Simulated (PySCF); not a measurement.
Mapped SMILES: `[CH:1]#[C:2][C@@H:3]1[CH2:4][C@@H:5]1[F:6]` (H(Xn): hydrogen on atom n). Ha(C4) is cis to C2 on the ring; Hb(C4) is trans to C2 on the ring.

Geometry: PBE0-D3(BJ)/def2-SVP; GIAO shifts from PySCF 2.14.0 with density-fitted response routines, gas phase, non-relativistic, averaged over equivalent atoms.

At WP04/pcSseg-2 (286 basis functions, 30 s wall time on 1 thread of an Arm Neoverse V1, shared host):
```
 atoms  δ (ppm)
    C2     78.2
    C5     76.4
    C1     67.6
    C4     17.3
    C3     11.4
    F6   -229.7
 H(C5)     4.20
 H(C1)     1.50
 H(C3)     1.38
Ha(C4)     1.19
Hb(C4)     0.93
```

References, each an isolated molecule treated in the same way: $^{13}$C (σref 172.10) and $^{1}$H (σref 31.61) against TMS; CFCl3 for $^{19}$F (σref 177.34).

Predict the values at PBE/pcSseg-2 on the same geometry.

Results:


```csv
atoms,δ at PBE/pcSseg-2,change
C2,85.3,+7.1
C5,77.4,+1.0
C1,70.8,+3.2
C4,17.7,+0.4
C3,11.5,+0.1
F6,-256.4,-26.7
H(C5),4.41,+0.21
H(C1),1.43,-0.07
H(C3),1.46,+0.08
Ha(C4),0.96,-0.23
Hb(C4),0.90,-0.03
```

Scale: $^{13}$C (σ = 179.39 ppm), $^{1}$H (σ = 31.18 ppm) against TMS; $^{19}$F (σ = 142.93 ppm) vs CFCl3 (reference shieldings calculated alike).

The largest change is at F6 (fluorine on an sp3 carbon). Cost: 286 basis functions, 54 s wall time (40 s CPU) on 1 thread of an x86-64 server CPU, shared host. The order of the carbon signals is the same at both levels.

Unscaled 19F shifts against computed CFCl3 carry errors that often reach 10 to 50 ppm.
